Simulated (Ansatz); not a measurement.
A made-up structure of C2H3Si (charge -1), singlet:

C1  (1.093, -2.022, 1.067)
C2  (0.555, -1.027, 0.542)
Si3  (-0.209, 0.386, -0.204)
H4  (0.170, -1.130, 1.524)
H5  (0.660, 1.125, -1.186)
H6  (-0.639, 1.452, 0.767)
(Å)

It is relaxed with PBE-D4/def2-SVPD and then PBE0-D4/def2-TZVPD (Ansatz 0.2.0). Atoms count as bonded within 1.22 times the sum of their covalent radii (H–H: 0.88 Å). The end point is not checked to be a true minimum.

(1) Does its bonding change? (A judgement: the text doesn't fix the answer.)

## Answers

(1) The calculation gives: Yes. Formed: C1–H4; broken: C2–H4.

Where it ends: The first stage lowers the energy by 2.61 eV in 19 steps. It ends as C₂H₃Si ([CH][C][SiH2]), total charge -1:
```json
{"atom": "C1", "x (Å)": "0.8277", "y (Å)": "-1.5160", "z (Å)": "1.3097"}
{"atom": "C2", "x (Å)": "0.3564", "y (Å)": "-0.6667", "z (Å)": "0.5731"}
{"atom": "Si3", "x (Å)": "-0.4717", "y (Å)": "0.4621", "z (Å)": "-0.6952"}
{"atom": "H4", "x (Å)": "1.2426", "y (Å)": "-2.2524", "z (Å)": "1.9571"}
{"atom": "H5", "x (Å)": "0.7639", "y (Å)": "1.3324", "z (Å)": "-0.9643"}
{"atom": "H6", "x (Å)": "-1.0896", "y (Å)": "1.4249", "z (Å)": "0.3285"}
```

Labels in which every atom is bracketed show which atoms are joined, not bond orders.

For scale, one of the runs: PBE0-D4/def2-TZVPD relaxation, 144 basis functions, launched by `ansatz run in.yaml --threads 2 --pin off --events-out ev --progress --plain --max-ram 4352MiB`. The run took about 13 s on 2 CPU threads of an Arm Neoverse V2 (shared host).
